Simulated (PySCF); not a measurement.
Computed properties of C₂H₆OS, SMILES CS(C)=O

DMSO (C2H6OS), SMILES CS(=O)C. Coordinates come from a PBE0-D3(BJ)/def2-SVP optimisation. One conformer was computed; it need not be the lowest. All values are computed for the isolated molecule unless a solvent is named; none is compared with measurement here.

**Structure.** The optimised structure has Cs symmetry. All 24 harmonic modes at PBE0-D3(BJ)/def2-SVP (PySCF) are real, so it is a minimum. With heavy atoms numbered as in [CH3:1][S:2]([CH3:3])=[O:4], the shortest bond between them is S2–O4 at 1.501 Å and the longest S2–C3 at 1.816 Å.

**Vibrations.** The strongest infrared lines (harmonic, unscaled, degenerate partners summed) lie at 1138 cm⁻¹ (122 km/mol, O 60 %, S 35 %), 684 cm⁻¹ (22 km/mol, C 48 %, S 30 %, H 22 %), 1447 cm⁻¹ (21 km/mol, H 96 %). The softest mode is at 180 cm⁻¹ and the zero-point energy is 49.8 kcal/mol.

**Electronic structure.** CAM-B3LYP/def2-TZVP (PySCF) places the frontier levels at -8.06 and 1.80 eV, a gap of 9.86 eV, and gives a dipole moment of 4.13 D and a mean polarisability of 48.8 bohr³.

**Excitations.** TDA-M06-2X/def2-SVPD (PySCF) has S1 at 5.97 eV (208 nm, f = 0.009, weak); the most intense of the 10 singlets computed lies at 7.07 eV (f = 0.08). T1 (TDA) is at 5.30 eV, 0.67 eV under S1. No vertical singlet excitation falls in the visible range (under 3.1 eV).

**NMR.** GIAO shifts at B3LYP/pcSseg-1 (PySCF) (non-relativistic, atoms alike by connectivity averaged): ¹³C at 48.1 ppm against TMS; ¹H at 2.5 ppm against TMS.
